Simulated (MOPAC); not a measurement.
MOPAC input (MNDO):

```
MNDO 1SCF UHF MS=0.5 GEO-OK AUX(PRECISION=9) THREADS=1
C2H2F

C     0.03001831 1    0.38890657 1    0.00079542 1
C     1.23978496 1   -0.08731897 1   -0.00655119 1
F    -1.07186953 1   -0.39122524 1    0.00452518 1
H    -0.22543144 1    1.44614772 1    0.00468087 1
H     2.25343763 1    0.26535385 1   -0.01087281 1
```

Output:

```
 *******************************************************************************
 **                                                                           **
 **                              MOPAC v23.2.5                                **
 **                                                                           **
 *******************************************************************************
 ** MOPAC's Digital Object Identifier: https://doi.org/10.5281/zenodo.6511958 **
 **                                                                           **
 ** Please cite the open-source release paper for use of this MOPAC version:  **
 ** J. E. Moussa and J. J. P. Stewart (2026)                                  **
 ** MOPAC: An open-source semiempirical molecular orbital program             **
 ** J. Open Source Softw., 11(119), 8025, https://doi.org/10.21105/joss.08025 **
 *******************************************************************************

                              MNDO CALCULATION RESULTS

 *******************************************************************************
 *  MNDO       - The MNDO Hamiltonian to be used
 *  GEO-OK     - OVERRIDE INTERATOMIC DISTANCE AND OTHER SAFETY CHECKS
 *  UHF        - UNRESTRICTED HARTREE-FOCK CALCULATION
 *  MS=        - IN MECI, MAGNETIC COMPONENT OF SPIN =  0.5
 *  1SCF       - DO 1 SCF AND THEN STOP
 *  AUX        - OUTPUT AUXILIARY INFORMATION
 *******************************************************************************
MNDO 1SCF UHF MS=0.5 GEO-OK AUX(PRECISION=9) THREADS=1
 C2H2F

   ATOM   CHEMICAL          X               Y               Z
  NUMBER   SYMBOL      (ANGSTROMS)     (ANGSTROMS)     (ANGSTROMS)

     1       C          0.03001831  *   0.38890657  *   0.00079542  *
     2       C          1.23978496  *  -0.08731897  *  -0.00655119  *
     3       F         -1.07186953  *  -0.39122524  *   0.00452518  *
     4       H         -0.22543144  *   1.44614772  *   0.00468087  *
     5       H          2.25343763  *   0.26535385  *  -0.01087281  *

          CARTESIAN COORDINATES

    NO.       ATOM           X           Y           Z

     1         C          0.0300      0.3889      0.0008
     2         C          1.2398     -0.0873     -0.0066
     3         F         -1.0719     -0.3912      0.0045
     4         H         -0.2254      1.4461      0.0047
     5         H          2.2534      0.2654     -0.0109

  H: (MNDO): M.J.S. DEWAR, W. THIEL, J. AM. CHEM. SOC., 99, 4899, (1977)
  C: (MNDO): M.J.S. DEWAR, W. THIEL, J. AM. CHEM. SOC., 99, 4899, (1977)
  F: (MNDO): M.J.S. DEWAR, H.S. RZEPA, J. AM. CHEM. SOC., 100, 777, (1978)

           Empirical Formula: C2 H2 F  =     5 atoms

      MOLECULAR POINT GROUP   :   Cs

          UHF CALCULATION, NO. OF ALPHA ELECTRONS =    9
                           NO. OF BETA  ELECTRONS =    8

 -------------------------------------------------------------------------------
 MNDO 1SCF UHF MS=0.5 GEO-OK AUX(PRECISION=9) THREADS=1
 C2H2F

     1SCF WAS SPECIFIED, SO BFGS WAS NOT USED
     SCF FIELD WAS ACHIEVED

                              MNDO CALCULATION
                                                       MOPAC v23.2.5 Linux

          FINAL HEAT OF FORMATION =         16.47994 KCAL/MOL =      68.95208 KJ/MOL

          COSMO AREA              =         78.19 SQUARE ANGSTROMS
          COSMO VOLUME            =         59.78 CUBIC ANGSTROMS

          IONIZATION POTENTIAL    =         10.547158 EV
          ALPHA SOMO LUMO (EV)    =        -10.943  0.829
          BETA  SOMO LUMO (EV)    =        -10.547  0.311
          NO. OF ALPHA ELECTRONS  =          9
          NO. OF BETA  ELECTRONS  =          8
          MOLECULAR WEIGHT        =         45.0362         POINT GROUP:  Cs

          MOLECULAR DIMENSIONS (Angstroms)

            Atom       Atom       Distance
            H     5    F     3     3.38954
            C     2    H     4     1.78826
            C     1    H     5     0.00000

          SCF CALCULATIONS        =          1

   ATOM   CHEMICAL          X               Y               Z
  NUMBER   SYMBOL      (ANGSTROMS)     (ANGSTROMS)     (ANGSTROMS)

     1       C          0.03001831  *   0.38890657  *   0.00079542  *
     2       C          1.23978496  *  -0.08731897  *  -0.00655119  *
     3       F         -1.07186953  *  -0.39122524  *   0.00452518  *
     4       H         -0.22543144  *   1.44614772  *   0.00468087  *
     5       H          2.25343763  *   0.26535385  *  -0.01087281  *

                             CARTESIAN COORDINATES

   1    C        0.030018310     0.388906570     0.000795420
   2    C        1.239784960    -0.087318970    -0.006551190
   3    F       -1.071869530    -0.391225240     0.004525180
   4    H       -0.225431440     1.446147720     0.004680870
   5    H        2.253437630     0.265353850    -0.010872810

           Empirical Formula: C2 H2 F  =     5 atoms

      MOLECULAR POINT GROUP   :   Cs

          ALPHA EIGENVALUES
 -46.25936 -33.55449 -21.80282 -17.91799 -17.04584 -16.12245 -14.12608 -10.99243
 -10.94318   0.82936   3.64526   3.99534   5.31628   5.61760

           BETA EIGENVALUES
 -46.37124 -32.50779 -21.19430 -17.81487 -16.70391 -16.47146 -13.90959 -10.54716
   0.31133   1.32730   3.86247   4.26728   5.46499   6.00413

              NET ATOMIC CHARGES AND DIPOLE CONTRIBUTIONS

  ATOM NO.   TYPE          CHARGE      No. of ELECS.   s-Pop       p-Pop
    1          C           0.117319        3.8827     1.17926     2.70342
    2          C          -0.132459        4.1325     1.31288     2.81958
    3          F          -0.194415        7.1944     1.88643     5.30798
    4          H           0.081273        0.9187     0.91873
    5          H           0.128282        0.8717     0.87172
 DIPOLE           X         Y         Z       TOTAL
 POINT-CHG.     1.530     1.368    -0.004     2.052
 HYBRID         0.104     0.306     0.000     0.323
 SUM            1.633     1.674    -0.004     2.339

          ATOMIC ORBITAL ELECTRON POPULATIONS

     Atom    s        px        py        pz
    1  C   1.17926   0.78357   0.86102   1.05883
    2  C   1.31288   0.91448   0.91141   0.99369
    3  F   1.88643   1.57324   1.78728   1.94747
    4  H   0.91873
    5  H   0.87172

                    (SZ)    =    0.500000
                    (S**2)  =    0.967718

          ATOMIC ORBITAL SPIN POPULATIONS

    Atom   Total    s     px     py     pz
         Atomic
    1  C -0.5235 -0.034 -0.022 -0.046 -0.421
    2  C  1.4970  0.133  0.058  0.852  0.454
    3  F -0.0083 -0.001  0.016  0.010 -0.033
    4  H  0.0745  0.075
    5  H -0.0398 -0.040

 **********************
 *                    *
 * JOB ENDED NORMALLY *
 *                    *
 **********************

 == MOPAC DONE ==
```

The geometry given is a B3LYP-D3(BJ)/def2-TZVP minimum.

The determinant is spin-contaminated: <S^2> is 0.97 against 0.75 for a pure state.
